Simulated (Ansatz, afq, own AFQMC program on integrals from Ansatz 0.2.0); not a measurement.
**F, doublet → F⁻, triplet**

A free F atom.

E(triplet, charge -1) − E(doublet, charge +0) at this geometry, on UHF and UHF determinants.

Basis aug-cc-pVDZ. Noble-gas cores (and the filled d shells of Ga–Kr and In–Xe) are frozen. Ansatz 0.2.0 and our own AFQMC program on the same integrals; the CISD trial comes from CCSD amplitudes, and released means the phaseless constraint is let go. Uncertainties: one standard error, sampling alone. The errors of all members are added in quadrature.

Full CI is exact in this basis; where marked, its frozen core comes from its own orbitals, which moves totals by up to a few meV.

Errors are counted within aug-cc-pVDZ, not against nature.

Cautions: F⁻ (triplet): another spin lies lower, at this level and basis the anion state lies above a neutral one, the search met a lower determinant of the same kind, perhaps of another symmetry (109 meV lower), and this one is a saddle point, a state of other symmetry lies lower (by 220 meV), full CI with its own frozen core; at this level and basis the anion state lies above a neutral one.

Reference (full CI): 131.9 kcal/mol.

```csv
level,vertical energy of electron attachment (kcal/mol),error against FCI (kcal/mol)
HF,141.4,9.5
MP2,132.9,1.0
CCSD,132.5,0.6
CCSD(T),131.9,0.0
CCSDT,131.8,0.0
CCSDT(Q),131.8,0.0
CCSDTQ,131.8,0.0
ph-AFQMC/HF,132.0 ± 0.7,0.1 ± 0.7
ph-AFQMC/CISD,131.9 ± 0.06,0.0 ± 0.06
released AFQMC,131.9 ± 0.06,0.0 ± 0.06
```

Correlation beyond CCSD(T) takes off 0.0 kcal/mol. The perturbative (T) step is worth −0.6 kcal/mol.

CCSDT and higher add their correlation energy to the determinant of the CCSD(T) run, since their own runs factorise the integrals more tightly (a shift of under 2 meV). A walk keeps the symmetry of its determinant, which the program's search chose and which needn't be the lowest solution, so a lower state of the same spin and another symmetry isn't excluded. Released energies are given only where the last usable release times agree within the noise; a slower fall can still hide under it.
